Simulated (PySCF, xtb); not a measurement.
hydrazine (H4N2), SMILES NN.

GFN2-xTB in xtb at its own geometry gives an orbital gap of 9.94 eV and a dipole moment of 2.27 D.

The structure is a stationary point at B3LYP-D3(BJ)/def2-TZVP.

### Question
What does PBE0/def2-TZVPD (PySCF) give? (Estimate from the structure and the level; the computed values follow.)

### Answer
gap 7.60 eV (levels -7.24 and 0.35 eV), dipole 1.90 D.
